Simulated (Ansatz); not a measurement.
# Property card for ZrFe$_{2}$

Computed with Ansatz 0.2.0, DFT r2SCAN, scalar-relativistic, plane waves, PAW.

Settings: cutoff 500 eV, Γ-centred mesh 10×10×10 on the computed 6-atom cell, Gaussian smearing of 0.10 eV; collinear spin from starting moments -0.8 -0.8 2.76 2.76 2.76 2.76 μB.

The structure is relaxed at this level of theory with its symmetry kept. Whether it is the stable form of this composition wasn't checked.

Symmetry: Fd-3m, No. 227, cubic system. The conventional cell has a = 7.098 Å, b = 7.098 Å, c = 7.098 Å, α = 90.00°, β = 90.00°, γ = 90.00°. Zr (site symmetry -43m) is surrounded by 12 Fe at 2.94 Å and 4 Zr at 3.07 Å. Fe (site symmetry -3m) has 6 Fe at 2.51 Å as nearest neighbours.

* Volume per atom: 100.5 bohr³
* Formation energy from the elements' standard states (uncorrected): -0.204 eV/atom
* Generalised Kohn–Sham band gap: none (metal)
* Density of states at the Fermi level: 4.12 states/eV per cell
* Löwdin character within 0.5 eV of the Fermi level: Fe 3d 47 %, Zr 4d 35 %, unprojected 8 %
* Bulk modulus: 135 GPa
* Its pressure derivative: 5.8
* Bader charges (e): Zr (2 in the cell) 1.32, Fe (4 in the cell) -0.66
* Total moment: 7.09 μB per cell
* Site moments (μB; atoms counted from 1 over the whole cell): Zr (atom 1) -0.72, Zr (atom 2) -0.72, Fe (atom 3) 2.51, Fe (atom 4) 2.51, Fe (atom 5) 2.51, Fe (atom 6) 2.51

The state reached may not be the lowest one.

Only this magnetic start was tried.

Cost: 6 runs of about 37 core-minutes in all, on Intel Xeon Processor @ 2.50GHz (Skylake/Cascade Lake) (shared hosts).